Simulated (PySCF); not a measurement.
## Where the electron goes

Species: C5H12N (charge +1).
Z-matrix (Å and degrees, PBE0-D3(BJ)/def2-SVP geometry), rows numbered from 1:
```
C 
C   1  1.5233
C   2  1.5535  1  112.65
C   3  1.5224  2  106.40  1  -125.35
N   4  1.4998  3  102.97  2    26.21
C   5  1.4998  4  104.58  3   -40.99
H   1  1.0994  2  110.57  3   -59.41
H   1  1.1032  2  111.91  3    60.03
H   1  1.0997  2  111.39  3  -178.92
H   2  1.0994  1  108.76  3   122.17
H   3  1.1007  2  110.12  1    -5.67
H   3  1.0977  2  112.70  1   113.30
H   4  1.0978  3  115.61  2   146.00
H   4  1.0991  3  112.70  2   -88.01
H   5  1.0277  4  109.75  3    76.69
H   5  1.0264  4  113.17  3  -164.52
H   6  1.0981  2  114.83  1   -19.42
H   6  1.0986  2  112.63  1  -144.81
```

Method used: TDDFT PBE0/def2-SVPD, vertical, gas phase, core orbitals frozen in the response (PySCF).

Frontier orbitals with the atoms that hold most of them (Löwdin shares over 4%, at most four atoms; ? is withheld):

```tsv
orbital	ε (eV)	atoms
LUMO+2	-2.80	H16 12%, C3 10%, C4 8%, H14 7%
LUMO+1	-3.43	H15 19%, H16 15%, N5 15%, H18 9%
LUMO	-4.47	H16 18%, H15 18%, N5 15%, C4 10%
HOMO	?	?
HOMO-1	-13.91	?
HOMO-2	-14.17	C1 30%, C2 16%, C6 14%, H7 14%
HOMO-3	-14.98	C3 18%, C1 13%, C4 12%, C2 12%
```

Task: Give the leading atoms of the HOMO.

Result: C2 (bonded to 3 C and H) 24%; C1 (bonded to C and 3 H) 17%; H10 (bonded to C) 14%; C3 (bonded to 2 C and 2 H) 12%. By element: carbon 53% or more, hydrogen 14% or more.

Task: Which atoms hold the HOMO-1, and with what shares?

Result: C1 (bonded to C and 3 H) 27%; C3 (bonded to 2 C and 2 H) 19%; C2 (bonded to 3 C and H) 16%; H9 (bonded to C) 16%. By element: carbon 62% or more, hydrogen 16% or more.

Task: What is the HOMO energy, and the HOMO–LUMO gap?

Result: ε(HOMO) = -13.73 eV; the gap is 9.26 eV (0.3403 hartree).

Task: The HOMO–LUMO gap is 9.26 eV. Where does the response calculation put the lowest singlet, and from which orbitals?

Result: S1 is at 8.17 eV (f = 0.0031), 1.09 eV below the gap, made of HOMO→LUMO (98%). Without the coupling terms of the response equations the lowest excitation would equal the gap.

Task: Give energy, strength and leading configuration of S1, S2, S3, S4, S6 and S7, and follow the Löwdin shares of the leading atoms from the occupied to the empty orbital.

Result: 
- S1 (8.17 eV, f 0.0031), HOMO→LUMO (98%): C2 24% → at most 10%, C1 17% → at most 10%, H16 at most 12% → 18%, H15 at most 12% → 18%
- S2 (8.38 eV, f 0.015), HOMO-1→LUMO (98%): C1 27% → at most 10%, C3 19% → at most 10%, H16 at most 16% → 18%, H15 at most 16% → 18%
- S3 (8.58 eV, f 0.0044), HOMO-2→LUMO (97%): C1 30% → at most 10%, C2 16% → at most 10%, H16 at most 14% → 18%, H15 at most 14% → 18%
- S4 (9.22 eV, f 0.017), HOMO→LUMO+1 (97%): C2 24% → at most 10%, C1 17% → at most 10%, H15 at most 12% → 19%, H16 at most 12% → 15%
- S6 (9.38 eV, f 0.0018), HOMO-1→LUMO+1 (94%): C1 27% → at most 10%, C3 19% → at most 10%, H15 at most 16% → 19%, H16 at most 16% → 15%
- S7 (9.61 eV, f 0.013), HOMO-2→LUMO+1 (92%): C1 30% → at most 10%, C2 16% → at most 10%, H15 at most 14% → 19%, H16 at most 14% → 15%

On an x86-64 server with one thread, shared host, this took 3.7 min of wall time.

One conformer stands for the species.
